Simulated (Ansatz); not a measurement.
Basis-set extrapolation for CH4B2 (`B1BC1`) (PBE0-D4/def2-TZVP geometry, frozen core, Ansatz). Multiplicity 1, RHF reference.

|  | def2-TZVPP | def2-QZVPP |
| --- | --- | --- |
| HF | -89.491556 | -89.495944 |
| MP2 correlation | -0.377626 | -0.400945 |
| CCSD(T) correlation | -0.423210 | not run |

Energies in hartree. Use E(X) = E(∞) + A·exp(−7.88·√X) for Hartree–Fock and E(X) = E(∞) + B·X^(−2.97) for correlation, with X = 3 and 4, and add CCSD(T) minus MP2 of the smaller set to the MP2 limit.

Problem. What is the CCSD(T) energy at the basis-set limit?

Solution. HF limit: -89.495944 + (-0.004388) × 0.13774 = -89.49655. MP2 limit: -0.400945 + (-0.023319) × 0.74074 = -0.41822. Higher-order term: -0.423210 − (-0.377626) = -0.04558. Total: -89.96035 hartree, 119.7 kJ/mol below CCSD(T)/def2-TZVPP.
